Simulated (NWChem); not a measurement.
**Spin states of CH₃S**

```xyz
5

C      0.0417     1.0933    -0.0962
S     -0.0294    -0.6858     0.0676
H      0.6020     1.5704     0.7217
H      0.5783     1.3040    -1.0387
H     -0.9608     1.5385    -0.1867
```
Charge 0, spin multiplicity 2.

All runs are NWChem calculations. All single points use one geometry, from UPBE0/def2-SVP, a minimum by its harmonic frequencies.

Basis set: def2-TZVP. The gap is E(quartet) − E(doublet) at the geometry of the doublet, so a negative value puts the higher spin lower. Open shells are unrestricted, coupled cluster uses restricted open-shell references. The quartet is the single determinant that the SCF runs reached; it need not be the lowest quartet, which in molecules with degenerate π orbitals can need several determinants.

| method | vertical doublet-quartet gap (kcal/mol) | relative cost | difference from CCSD(T) |
|---|---|---|---|
| M06-2X | 130.8 | under 3 | +3.1 |
| r2SCAN | 122.6 | under 3 | -5.0 |
| PBE | 121.1 | under 3 | -6.5 |
| B2PLYP | 127.0 | under 3 | -0.6 |
| HF | 121.6 | under 3 | -6.0 |
| MP2 | 128.2 | under 3 | +0.6 |
| CCSD(T) | 127.6 | 10 | 0.0 |
| B3LYP | 125.4 | 1 | -2.2 |

The values span 9.6 kcal/mol, from PBE (lowest) to M06-2X (highest). The cost column gives rough processor time relative to B3LYP; each entry includes its own SCF.

The correlated methods keep 6 core orbitals frozen. B3LYP has NWChem's definition, with VWN1-RPA local correlation. The structure started from a generated list of species. No SCF solution was tested for a lower state. Open-shell Hartree-Fock references start from PBE0 orbitals; any time given for them includes that run. Coupled-cluster values serve here as a point of comparison, not as the truth.
